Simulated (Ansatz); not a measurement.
Cuprite Ag2O, treated with BLYP (Ansatz, a quantum-chemistry and plane-wave program, PAW).

Run with plane-wave cutoff 520 eV, 8×8×8 k mesh, Fermi–Dirac smearing 0.01 eV, no spin polarisation, scalar-relativistic PAW data made under PBE.

The volume scan:

```json
[
 {"V (Å³/atom)": "18.486", "E − E_lowest (meV/atom)": "15.11", "P (GPa)": "4.37"},
 {"V (Å³/atom)": "18.880", "E − E_lowest (meV/atom)": "6.43", "P (GPa)": "2.73"},
 {"V (Å³/atom)": "19.273", "E − E_lowest (meV/atom)": "1.54", "P (GPa)": "1.28"},
 {"V (Å³/atom)": "19.666", "E − E_lowest (meV/atom)": "0.00", "P (GPa)": "0.00"},
 {"V (Å³/atom)": "20.060", "E − E_lowest (meV/atom)": "1.42", "P (GPa)": "-1.13"},
 {"V (Å³/atom)": "20.453", "E − E_lowest (meV/atom)": "5.45", "P (GPa)": "-2.13"},
 {"V (Å³/atom)": "20.846", "E − E_lowest (meV/atom)": "11.79", "P (GPa)": "-3.02"}
]
```

### Question
Estimate the bulk modulus from the pressures at 19.273 and 20.060 Å³/atom, and compare it with a fit to all energies.

### Answer
B = −V dP/dV. Between V = 19.273 and 20.060 Å³/atom, dP/dV = (-1.13 − (1.28))/(20.060 − 19.273) = -3.06 GPa per Å³/atom; at the midpoint 19.666 Å³/atom this gives B ≈ 60.2 GPa. The third-order Birch–Murnaghan fit gives V0 = 19.667 Å³/atom, B0 = 60.2 GPa, B′ = 5.2, which lies within 1 % of that estimate.

Measured, for comparison: equilibrium volume per atom 17.81 Å³/atom (15 K, zero-point motion not removed; as tabulated in Gupta et al. (2014), arXiv:1311.4701). Computed (rounded) less measured: equilibrium volume per atom +10.4 %.

Note: the cell is over a tenth larger than the published one: the level's own overestimate first of all, though another phase or state, or a fault of the published cell, is possible; the gap of the solid is closed in this run; this level leaves the solid without a gap, although one is measured.

Static lattice: no zero-point or thermal effects.

The result took about 3 core-minutes (a rough figure).
